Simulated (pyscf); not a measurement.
H₃Si–O–AsH–AsH₂ + H₂ → H₃Si–O–AsH₂ + AsH₃, a four-centre exchange (singlet surface; As–As, H–H broken, As–H, As–H formed). Optimised with ωB97X-D3(BJ)/def2-SVP in PySCF. Energies in kJ/mol from the separated reactants.

Small-basis levels: PySCF, no dispersion term, spherical d functions. 

Question: In single points HF/3-21G puts the saddle at 326.8 kJ/mol and the reaction energy at -12.6 kJ/mol. Should these be trusted to within a few kcal/mol? Compare with ωB97M-D3(BJ)/def2-TZVP.

Answer: ωB97M-D3(BJ)/def2-TZVP gives ΔE‡ = 267.7 kJ/mol and ΔE = +5.9 kJ/mol. HF/3-21G lies 59.1 kJ/mol over it in the barrier and 18.5 kJ/mol under it in the reaction energy, so on this step it does not hold to within 12.6 kJ/mol. ωB97M-D3(BJ)/def2-TZVP has limits of its own. The same reactants have a lower exit, to H₃Si–O–AsH• + AsH₂• + H₂ (no saddle counted: cutting one bond costs +192.5 kJ/mol at ωB97M-D3(BJ)/def2-TZVP, against +267.7 kJ/mol here). H₃Si–O–AsH₂ lies 44.7 kJ/mol over its isomer HO–SiH₂–AsH₂ (electronic energy, ωB97M-D3(BJ)/def2-TZVP). This is the saddle that the search found; another between the same sides may lie lower. In the def2 sets elements up to Kr have no core potential.
